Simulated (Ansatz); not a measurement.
`CC1=NCS1` → 3 C• + 5 H• + N• + S•  (atomization)

Computed with Ansatz on PBE0-D4/def2-TZVP structures; ΔE is electronic, products minus reactants. CCSD(T)/CBS adds triple-zeta CCSD(T) − MP2 to the extrapolated MP2 energy (def2 sets, frozen cores). This one scheme is used for every species, atoms too. Functionals use def2-TZVPP. No spin–orbit coupling; open shells (•) take unrestricted orbitals. Spin–orbit coupling would lower the free atoms: a little for C, S.

`CC1=NCS1`:

Z-matrix (Å, degrees):
```
C
C 1 1.477
H 1 1.093 2 110.6
H 1 1.093 2 110.6 3 -119.2
H 1 1.090 2 109.1 3 120.4
N 2 1.282 1 128.5 3 -120.7
S 2 1.765 1 128.9 3 59.4
C 6 1.451 2 96.2 1 -180.0
H 8 1.091 6 113.5 2 115.9
H 8 1.090 6 113.6 2 -115.9
```

```csv
level,ΔE (eV)
BHLYP-D4,39.75
CCSD/def2-SVP,38.32
MP2/def2-QZVPP,41.69
HF/CBS(def2),28.58
```

Question: What does CCSD(T)/CBS give? (Best estimate.)

Answer: The calculation gave: +41.23 eV. The listed levels differ from it by -1.48, -2.91, 0.46, -12.65 eV.

Largest T1 diagnostic among the species: 0.013.

In def2-TZVPP, CCSD(T) changes the Hartree–Fock value by +11.52 eV (the triples alone add +0.87 eV) and MP2 by +12.47 eV; breaking electron pairs costs correlation energy, which Hartree–Fock lacks. At CCSD(T), def2-SVP lies −2.27 eV from the extrapolated value and def2-TZVPP −1.19 eV: correlation converges slowly with the basis, and small sets miss more of it in the bonded molecule than in its fragments. From PBE to PBE0 (25 % exact exchange), in def2-TZVPP and without D4, ΔE moves by −1.05 eV: exact exchange takes away binding that semilocal exchange gives to molecules.

For atomizations the MP2-based limit and the directly extrapolated one differ by several kJ/mol either way, and by 10 to 25 for some Ge, Se and Sn compounds, so smaller differences from it don't rank the levels.
